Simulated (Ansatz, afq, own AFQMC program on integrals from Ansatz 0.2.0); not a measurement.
Where AFQMC and coupled cluster stand for SiHO, doublet

```xyz
3

Si    1.0421    0.0904   -0.5813
O     1.5383   -1.2161    0.3324
H     1.4076   -1.1755    1.2880
```

Connectivity, by distances: Si–OH.

Basis def2-TZVP. Noble-gas cores (and the filled d shells of Ga–Kr and In–Xe) are frozen. Ansatz 0.2.0 and our own AFQMC program on the same integrals; the CISD trial comes from CCSD amplitudes, and released means the phaseless constraint is let go. Free projection: walkers drawn from exp(T), propagated without any constraint. Its projection time is finite, and what remains of the start isn't in its error. Uncertainties: one standard error, sampling alone.

Determinant: UHF, the one that the program's search chose, which needn't be the lowest solution. The geometry is a PBE0/def2-SVP stationary point of this or a neighbouring charge and spin state.

No full CI on the walks' own integrals is used here; CCSDT(Q) serves as the reference and is uncertain by about the last step of the cluster series.

- T1 diagnostic: 0.0202
- weight of the determinant in the CISD state: 0.878
- ⟨S²⟩ of the determinant: 0.777
- size of the correlated space: 11 electrons in 68 orbitals

Reference: CCSDT(Q), correlation energy -9.425 eV. The released energy is read at 1.62 1/Eh, later times being too noisy (meV from the phaseless value at times in 1/Eh: -5 ± 5 at 0.24, -9 ± 6 at 0.51, -6 ± 5 at 0.99, -3 ± 6 at 1.62, -10 ± 11 at 2.40).

```json
{"level": "HF", "E − E(reference) (mEh)": "346.34", "share of correlation (%)": "0.00"}
{"level": "MP2", "E − E(reference) (mEh)": "30.88", "share of correlation (%)": "91.08"}
{"level": "CCSD", "E − E(reference) (mEh)": "13.94", "share of correlation (%)": "95.98"}
{"level": "CCSD(T)", "E − E(reference) (mEh)": "1.38", "share of correlation (%)": "99.60"}
{"level": "CCSDT", "E − E(reference) (mEh)": "0.76", "share of correlation (%)": "99.78"}
{"level": "ph-AFQMC/HF", "E − E(reference) (mEh)": "-1.67 ± 1.00", "share of correlation (%)": "100.48"}
{"level": "ph-AFQMC/CISD", "E − E(reference) (mEh)": "0.34 ± 0.18", "share of correlation (%)": "99.90"}
{"level": "released AFQMC", "E − E(reference) (mEh)": "0.22 ± 0.23", "share of correlation (%)": "99.94"}
{"level": "free AFQMC", "E − E(reference) (mEh)": "0.53 ± 0.25", "share of correlation (%)": "99.85"}
```

Free projections are given only where their last times agree within the noise and don't stop above the reference; a slow remainder of the start can still hide under it. A walk keeps the symmetry of its determinant, which the program's search chose and which needn't be the lowest solution, so a lower state of the same spin and another symmetry isn't excluded. Released energies are given only where the last usable release times agree within the noise; a slower fall can still hide under it.
